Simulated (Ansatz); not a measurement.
Results of r²SCAN in Ansatz (PAW) for hcp Tl.

Settings: plane-wave cutoff 500 eV, 24×24×14 k mesh (along the axes of the cell as run), Fermi–Dirac smearing 0.1 eV, scalar-relativistic PAW data made under PBE.

Computed at the level's own relaxed cell.

Task: Estimate the equilibrium volume per atom, lattice constant a and c axis length that the calculation returns.

Result: 
* **equilibrium volume per atom**: 30.15 Å³/atom
* **lattice constant a**: 3.544 Å
* **c axis length**: 5.543 Å

Measured, for comparison: lattice constant a 3.457 Å, lattice parameter c 5.525 Å (293 K, no zero-point or thermal correction; as tabulated in Wikipedia's data pages). Computed (rounded) less measured: lattice constant a +2.5 %, lattice parameter c +0.3 %.

Spin–orbit coupling is not included; it can shift volumes and moduli of such heavy elements.

Computed values are for the static lattice.

It cost very roughly 5 core-minutes of CPU time.

Ansatz is a first-principles code.
